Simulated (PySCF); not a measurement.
# Telling isomers of C₆H₄N₄ apart by NMR

All values are calculated (PySCF 2.14.0 with density-fitted response routines): NMR shieldings at PBE0/pcSseg-1/GIAO, geometry: GFN2-xTB. Non-relativistic, isolated molecule, averaged over atoms made equivalent by symmetry, fast rotation or ring inversion, one conformer.

δ = σ(ref) − σ, references computed at the same level: TMS for 1H and 13C. Where no couplings were computed, multiplicities follow the n + 1 count of equivalent neighbours, and m marks all less simple cases (inequivalent or close neighbours, rings, F or P nearby). Shifts are as computed. Against solution values, carbons near 30 ppm lie about +3 ppm off and those near 130 ppm about +5 ppm. Of 1211 compounds with measured shifts, 218 miss one by over three times the rms of a fit or turn the order of signals round; such compounds aren't used in these exercises.

(1) Tabulate the signals of `C#Cc1nn(C)nc1C#N`, `C=Cc1nncc(C#N)n1`, `c1cnc2nccnc2n1`, `C#CCn1ncc(C#N)n1` and their relative energies.

(2) What is the quickest way to tell C#Cc1nn(C)nc1C#N from C#CCn1ncc(C#N)n1?

(3) What is the quickest way to tell C#Cc1nn(C)nc1C#N from c1cnc2nccnc2n1?

(4) What is the quickest way to tell C=Cc1nncc(C#N)n1 from C#CCn1ncc(C#N)n1?

Results:

(1) 
```tsv
SMILES	carbon types	δC	δH	E rel. (kcal/mol)
C#Cc1nn(C)nc1C#N	4×C 1×CH 1×CH3	142.3, 132.4, 116.3, 98.0, 75.6, 42.1	4.30 (s, 3H), 3.25 (s, 1H)	64.3
C=Cc1nncc(C#N)n1	3×C 2×CH 1×CH2	167.6, 155.6, 141.5, 140.6, 139.1, 120.6	9.57 (s, 1H), 7.72 (m, 1H), 7.69 (m, 1H), 6.64 (m, 1H)	48.0
c1cnc2nccnc2n1	2×C 4×CH	153.6, 151.4	9.47 (s, 4H)	0.0
C#CCn1ncc(C#N)n1	3×C 2×CH 1×CH2	146.9, 127.9, 117.1, 84.0, 81.1, 46.2	8.03 (s, 1H), 5.28 (d, 2H), 1.96 (t, 1H)	70.4
```

Energies are electronic energies at PBE0/pcSseg-1 on these geometries, without zero-point or thermal terms, each for the one conformer computed, which needn't be the lowest.

(2) Both give the same number of carbon signals, but DEPT or the intensities differ. The first has a methyl carbon bonded to N (CH3) at 42.1 ppm, the second a propargylic sp3 CH2 bonded to N at 46.2 ppm. Their most deshielded carbons lie at 142.3 and 146.9 ppm. In the proton spectra the most deshielded non-exchanging signals are 4.30 (s, 3H) and 8.03 (s, 1H).

(3) Count the carbon signals: 6 against 2. The first has an alkyne carbon (C) at 75.6 ppm, the second an aromatic CH next to a ring nitrogen at 153.6 ppm. Their most deshielded carbons lie at 142.3 and 153.6 ppm. In the proton spectra the most deshielded non-exchanging signals are 4.30 (s, 3H) and 9.47 (s, 4H).

(4) Both give the same number of carbon signals, with the same numbers of each carbon type, so the positions decide. The first has a terminal =CH2 carbon at 140.6 ppm, the second a propargylic sp3 CH2 bonded to N at 46.2 ppm. Their most deshielded carbons lie at 167.6 and 146.9 ppm. In the proton spectra the most deshielded non-exchanging signals are 9.57 (s, 1H) and 8.03 (s, 1H).
